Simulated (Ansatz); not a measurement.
Reaction (SMILES): CO (CH3-OH) → C atom + 4 H atom + O atom
B3LYP-D3(BJ)/def2-TZVP geometries, fixed; electronic energies without zero-point terms.

Energies in hartree at PBE with Ansatz (a program for electronic structure); the atomisation energy is their sum with the coefficients shown, times 627.509 kcal/mol a hartree. All functions are spherical. The program fits the integrals of some runs and decomposes those of others, by size. Open shells are unrestricted. No added dispersion term, no relativity.

```json
[
 {"species": "CO (CH3-OH)", "coefficient": "-1", "part": "PBE", "cc-pVDZ": "-115.57734", "cc-pVTZ": "-115.62542", "cc-pVQZ": "-115.63737"},
 {"species": "C atom", "coefficient": "+1", "part": "PBE", "cc-pVDZ": "-37.78854", "cc-pVTZ": "-37.79492", "cc-pVQZ": "-37.79717"},
 {"species": "H atom", "coefficient": "+4", "part": "PBE", "cc-pVDZ": "-0.49863", "cc-pVTZ": "-0.49962", "cc-pVQZ": "-0.49985"},
 {"species": "O atom", "coefficient": "+1", "part": "PBE", "cc-pVDZ": "-74.98142", "cc-pVTZ": "-75.00491", "cc-pVQZ": "-75.01166"}
]
```

### Question
Predict the atomisation energy in cc-pV5Z (X = 5): let each PBE step shrink by the ratio of the last two. Compare with the run.

### Answer

- CO (CH3-OH): steps -0.04808 and -0.01195, ratio 0.249, so PBE -115.64035 (run: -115.64168).
- C atom: steps -0.00638 and -0.00225, ratio 0.353, so PBE -37.79796 (run: -37.79840).
- H atom: steps -0.00099 and -0.00023, ratio 0.232, so PBE -0.49990 (run: -0.49997).
- O atom: steps -0.02349 and -0.00675, ratio 0.287, so PBE -75.01360 (run: -75.01437).
Predicted 520.32 kcal/mol; the run in cc-pV5Z gives 520.22, a miss of 0.10. Keeping the value in cc-pVQZ, 520.29, would miss by 0.07. All sums are of the energies as printed.
